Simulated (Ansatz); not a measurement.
Gas-phase electronic energies from Ansatz, PBE0-D4/def2-TZVP geometries. CCSD(T)/CBS adds triple-zeta CCSD(T) − MP2 to the extrapolated MP2 energy (def2 sets, frozen cores). This one scheme is used for every species. DFT in def2-TZVPP. B3LYP here is the variant with VWN-RPA as its local correlation; programs differ in this. One conformer a species, not always the lowest.

Reaction (substitution at a C–C bond): `COC(F)CCl` + HCl → `ClCCl` + `COCF`

`COC(F)CCl`:

Z-matrix (Å, degrees):
```
C
O 1 1.414
H 1 1.096 2 110.7
H 1 1.088 2 106.8 3 -118.8
H 1 1.093 2 111.2 3 121.9
C 2 1.360 1 114.3 3 -56.2
C 6 1.509 2 109.7 1 169.5
F 6 1.391 2 110.2 1 -73.3
H 6 1.099 2 112.0 1 44.5
Cl 7 1.772 6 110.8 2 -72.1
H 7 1.089 6 109.6 2 47.6
H 7 1.088 6 109.6 2 168.6
```

HCl:

```xyz
2

Cl    0.311    0.557    0.034
H    -0.311   -0.557   -0.034
```

`ClCCl`:

Z-matrix (Å, degrees):
```
C
Cl 1 1.762
Cl 1 1.762 2 112.9
H 1 1.086 2 108.1 3 119.6
H 1 1.086 2 108.1 3 -119.6
```

`COCF`:

Cartesian coordinates in Å:
```
C -0.038 1.173 0.012
O 0.626 0.047 -0.526
C 0.171 -1.145 -0.048
F -1.101 -1.424 -0.516
H 0.005 1.163 1.109
H 0.481 2.055 -0.359
H -1.084 1.207 -0.305
H 0.102 -1.151 1.049
H 0.838 -1.926 -0.417
```

```tsv
level	ΔE (kJ/mol)	difference from CCSD(T)/CBS
PBE-D4	45.8	-9.5
r2SCAN-D4	53.0	-2.3
PBE0-D4	51.2	-4.1
B3LYP-D4	48.8	-6.5
ωB97X-V	53.9	-1.4
ωB97M-V	54.9	-0.4
B2PLYP	49.0	-6.3
PBE	42.5	-12.8
r2SCAN	51.6	-3.7
PBE0	48.1	-7.2
B3LYP	44.0	-11.3
HF/def2-TZVPP	52.2	-3.1
MP2/def2-TZVPP	56.4	1.1
SCS-MP2/def2-TZVPP	53.3	-2.0
CCSD/def2-TZVPP	58.3	3.0
CCSD(T)/def2-TZVPP	57.9	2.6
HF/def2-QZVPP	51.7	-3.6
MP2/def2-QZVPP	54.8	-0.5
SCS-MP2/def2-QZVPP	51.8	-3.5
HF/CBS(def2)	51.7	-3.6
MP2/CBS(def2)	53.8	-1.5
CCSD/CBS(def2)	55.7	0.4
CCSD(T)/CBS	55.3	0
```

Largest T1 diagnostic among the species: 0.011.

The D4 term adds +4.8 kJ/mol with B3LYP and +3.1 kJ/mol with PBE0; it sums over pairs of atoms, weighted by their polarisabilities, and B3LYP, whose exchange is more repulsive, gets the larger term. From PBE to PBE0 (25 % exact exchange), in def2-TZVPP and without D4, ΔE moves by +5.6 kJ/mol.
